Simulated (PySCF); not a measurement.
SF₄ (singlet). Level of theory: BP86 in PySCF with S def2-TZVP, F def2-TZVP; no relativity; density-fitted integrals.

Harmonic bands of its minimum:

```csv
ω (cm⁻¹),IR (km/mol)
203,0.8
307,8.0
414,0.0
470,14.3
477,0.7
514,4.6
701,584
783,177
818,106
```

**Question.** The central atom is S. Infer the point group and assign the bands.

**Answer.** C2v. The modes span 4a1 + 2b1 + a2 + 2b2: 203 a1, 307 b1, 414 a2, 470 a1, 477 b2, 514 a1, 701 b2, 783 b1, 818 a1. The computed geometry has S–F 1.588 Å (×2), S–F 1.688 Å (×2); F–S–F 88.1° (×4), F–S–F 100.8°, F–S–F 174.2°.
